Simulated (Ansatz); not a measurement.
BH$_{6}$N, SMILES `[BH3-][NH3+]`, relaxed with RKS PBE-D4/def2-SVP in the Gaussian-basis code of Ansatz from a rough embedded geometry. The force threshold is 0.03 eV/Å; the program also tests the step.

Charge 0, multiplicity 1.

Start:

```xyz
8

B     0.388   -0.464    0.377
N    -0.434    0.532   -0.380
H     0.567   -0.196    1.503
H    -0.169   -1.514    0.367
H     1.433   -0.703   -0.165
H    -0.597    0.201   -1.373
H     0.120    1.449   -0.413
H    -1.308    0.695    0.084
```

How much energy does the relaxation release, and in how many steps? (Best estimate.)

Computed: 41.93 kJ/mol, in 3 steps.

Which bonds change most? (Estimate.)

Computed: B1–N2 from 1.497 to 1.643 Å; B1–H3 from 1.171 to 1.233 Å; B1–H4 from 1.189 to 1.233 Å; N2–H7 from 1.072 to 1.030 Å.

Give the relaxed structure. (Estimate.)

Ansatz gave: 
```xyz
8

B     0.444   -0.582    0.416
N    -0.423    0.554   -0.396
H     0.593   -0.127    1.552
H    -0.247   -1.602    0.386
H     1.502   -0.690   -0.208
H    -0.598    0.271   -1.371
H     0.069    1.458   -0.423
H    -1.340    0.718    0.044
```
